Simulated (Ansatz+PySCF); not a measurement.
A calculation with Ansatz (development build ahead of 0.2.0).

```yaml
crystal:
  periodic: [false, false, false]
  atoms:
    - { symbol: Si, position_ang: [0.0, 0.0, 0.0] }
    - { symbol: Si, position_ang: [1.37234, 1.82978, 3.9616] }
basis:
  gaussian: { orbitals: STO-3G }
hamiltonian:
  xc: hf
correlation:
  method: fci
  frozen_orbitals: { Si: 5 }
```

The input is written out in the form of the current development build from the run's settings.

The run gave:

```
Converged    : yes
Total energy : -570.95933 hartree
State        : lowest singlet root, of any spatial symmetry
```

Caution: another spin multiplicity may lie lower.
